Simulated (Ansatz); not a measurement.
Results of PBEsol (Ansatz, an electronic-structure program, PAW) for bcc K.

A relaxed, unreconstructed slab of the (310) face has 10 atoms, two equal faces of 43.024 Å² each and an energy of -15159.5765 eV. A bulk cell of 10 atoms with the same orientation and in-plane k mesh has -15160.2813 eV. Energies are extrapolated to zero smearing.

Run with plane-wave cutoff 500 eV, 12×12×1 k mesh (along the axes of the cell as run), Fermi–Dirac smearing 0.1 eV, scalar-relativistic PAW data made under PBE.

Worked out: γ = (E_slab − N E_bulk per atom)/2A = [-15159.5765 − 10 × (-15160.2813/10)]/(2 × 43.024) = 0.0082 eV/Å². With 16.022 J/m² per eV/Å² this is 0.13 J/m², or 0.35 eV per surface cell and face.

Note: the run warned of electron density left in the vacuum.
